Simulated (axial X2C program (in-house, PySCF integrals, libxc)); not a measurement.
# Curves of LiAl⁺ by EOM-EA-CCSD

Calculated with an in-house all-electron X2C program for linear molecules (integrals from PySCF): two-component X2C with atomic mean-field Coulomb and Gaunt terms, Gaussian nuclei, basis Al dyall-av3z, Li dyall-acv3z with contracted cores.

Energies in eV from the lowest point of the lowest state; states are followed by energy order within each Ω. Reference: LiAl²⁺, 2 electrons correlated in 92 virtual spinors with an MP2 remainder; levels at this size can be off by some tenths of an eV. Masses 26.982 and 7.016 u.

| R (Å) | (1)Ω=1/2 | (2)Ω=1/2 | (1)Ω=3/2 | (3)Ω=1/2 |
| --- | --- | --- | --- | --- |
| 2.792 | 0.0498 | 0.9188 | 0.9278 | 3.5920 |
| 2.914 | 0.0135 | 0.9142 | 0.9232 | 3.4365 |
| 3.035 | 0.0000 | 0.9212 | 0.9301 | 3.2939 |
| 3.172 | 0.0049 | 0.9375 | 0.9463 | 3.1455 |
| 3.308 | 0.0252 | 0.9584 | 0.9672 | 3.0072 |
| 3.490 | 0.0689 | 0.9885 | 0.9972 | 2.8356 |

(1) Fit the curves (1)Ω=1/2, (2)Ω=1/2, (1)Ω=3/2 near their minima.

No minimum in range: (3)Ω=1/2; the order of states may turn beyond it. T1 of the reference reaches 0.010 (Lee–Taylor). Curves followed by order can swap character. Number of frozen shells: Al 2 s, 1 p; Li 1 s. Roots with under 60 % one-particle weight at any point are counted in the labels but not shown, and the list ends where the roots sought for some Ω run out; states that need a further excitation are missing and may lie low or lowest. Curves with a minimum but no constants failed the fit check.

Results:

(1) At EOM-EA-CCSD from LiAl²⁺ (the fit fixes ωe to about one per cent; ωe of higher roots by this method can be off by ten per cent):

```csv
state,Te (cm⁻¹),Re (Å),ωe (cm⁻¹)
(1)Ω=1/2,0,3.066,227.4
(2)Ω=1/2,7380,2.893,202.8
(1)Ω=3/2,7450,2.893,202.7
```
